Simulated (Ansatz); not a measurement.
Geometry optimisation, RKS PBE0/def2-SVP in Ansatz.

input.yaml

```yaml
crystal:
  periodic: [false, false, false]
  atoms:
    - { symbol: Si, position_ang: [-0.456136, 0.125008, -0.313596] }
    - { symbol: C, position_ang: [0.017801, -0.027091, 2.736034] }
    - { symbol: H, position_ang: [-0.056358, -0.250437, 3.807286] }
    - { symbol: H, position_ang: [-0.076759, -0.967797, 2.178096] }
    - { symbol: H, position_ang: [0.984275, 0.44183, 2.527176] }
    - { symbol: H, position_ang: [0.547474, 1.08126, 0.232072] }
    - { symbol: H, position_ang: [-0.49268, 0.352164, -1.796797] }
    - { symbol: H, position_ang: [0.009425, -1.281355, -0.112945] }
    - { symbol: Si, position_ang: [-2.547972, 0.454321, 0.473417] }
    - { symbol: H, position_ang: [-3.54892, 0.286148, -0.635202] }
    - { symbol: H, position_ang: [-2.909351, -0.509242, 1.567875] }
    - { symbol: H, position_ang: [-2.695579, 1.849465, 1.017757] }
    - { symbol: H, position_ang: [-0.80022, 0.666625, 2.473827] }
basis:
  gaussian: { orbitals: def2-SVP }
hamiltonian:
  xc: pbe0
relax:
  f_tol: 0.03
  max_steps: 50
output:
  orbitals: {}
```

Command:

```bash
$ ansatz run input.yaml --threads 2 --pin off --max-ram 3072MiB --backend cpu --events-out ev --progress --plain --runs-dir out
```

Problem. Where does it end, and by what steps?

Solution. It converged. The force dipped under the threshold on the way, but the program's further checks kept it going. After 14 steps the energy has fallen by 0.254 eV; H8 moved furthest, 0.89 Å.

```
step  energy less start (eV)  largest force component (eV/Å)  accepted
   0                  0.0000                           1.289       yes
   1                 -0.1893                           0.240       yes
   2                 -0.2235                           0.159       yes
   3                 -0.1938                           0.388        no
   4                 -0.2359                           0.028       yes
   5                 -0.2405                           0.026       yes
   6                 -0.2428                           0.029       yes
   7                 -0.2446                           0.047       yes
   8                 -0.2462                           0.088       yes
   9                 -0.2490                           0.106       yes
  10                 -0.2456                           0.179        no
  11                 -0.2521                           0.059       yes
  12                 -0.2539                           0.050       yes
  13                 -0.2538                           0.056        no
  14                 -0.2545                           0.002       yes
```

```xyz
13
Properties=species:S:1:pos:R:3
Si -0.584 0.143 -0.801
C 0.220 -0.033 3.333
H 0.194 -0.322 4.392
H -0.025 -0.904 2.711
H 1.223 0.331 3.075
H 0.483 0.765 0.042
H -0.552 0.774 -2.156
H -0.292 -1.317 -0.946
Si -2.694 0.453 0.178
H -3.766 -0.013 -0.755
H -2.800 -0.321 1.453
H -2.916 1.902 0.476
H -0.515 0.763 3.154
```

Run time: 25 s on 2 threads of Arm Neoverse V2, with other jobs on the host, peak memory 0.2 GiB.
